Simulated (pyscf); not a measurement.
Single points on ωB97X-D3(BJ)/def2-SVP structures (PySCF, gas phase).

Problem. `[NH2][NH][InH2]` + `[H][H]` → `[NH2][NH2]` + `[InH3]`
Surface: singlet. Broken: In–N, H–H. Formed: H–N, H–In. Give ΔE‡ and ΔE from ωB97M-D3(BJ)/def2-TZVP, relative to the separated reactants.

Solution. ΔE‡ = 75.5 kJ/mol, ΔE = -12.7 kJ/mol. Zero-point energy shifts the barrier by +10.0 kJ/mol. It is a four-centre exchange, with an imaginary mode of 1230i cm⁻¹. On the product side the descent ends in an adduct with a In–N contact, 95.4 kJ/mol under the separated species and 171.3 kJ/mol under the saddle at ωB97X-D3(BJ)/def2-TZVP. What is counted as broken (In–N) persists as a longer contact in the product adduct; parting that adduct is a step of its own. At the saddle there is also a short H–In contact that neither side keeps. H₂N–NH–InH₂ lies 182.8 kJ/mol over its isomer H₂N–InH–NH₂ (electronic energy, ωB97M-D3(BJ)/def2-TZVP). One saddle was located; it need not be the lowest between these sides. Elements past Kr carry the def2 core potentials, without spin-orbit coupling.
